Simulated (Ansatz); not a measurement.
Z-matrix (Å, degrees):
```
C
C 1 1.4027
C 1 1.4029 2 142.32
H 2 1.1203 1 113.78 3 32.32
H 3 1.1204 1 113.76 2 32.43
H 2 1.1266 4 106.79 1 -136.58
H 3 1.1267 5 106.75 1 -136.56
H 3 1.1440 5 117.04 7 -108.91
H 2 1.1440 4 117.00 6 -108.93
H 1 1.1647 2 108.86 4 -147.68
```
Charge +2, spin multiplicity 2.

These are frozen-core CCSD(T)/cc-pVTZ // PBE0-D4/def2-TZVP (Ansatz, a quantum-chemistry and plane-wave program) values and carry that method's errors.

The HF energy comes out as -116.73670 Ha. The MP2 correlation energy is -0.48372 Ha.

**Question.** Estimate the CCSD correlation energy, the (T) correction, the total energy and the T1 diagnostic.

**Answer.** 
| Item | Result |
|---|---|
| CCSD correlation energy | -0.51863 Ha |
| (T) correction | -0.02439 Ha |
| CCSD(T) total energy | -117.27973 Ha |
| T1 diagnostic | 0.020 |
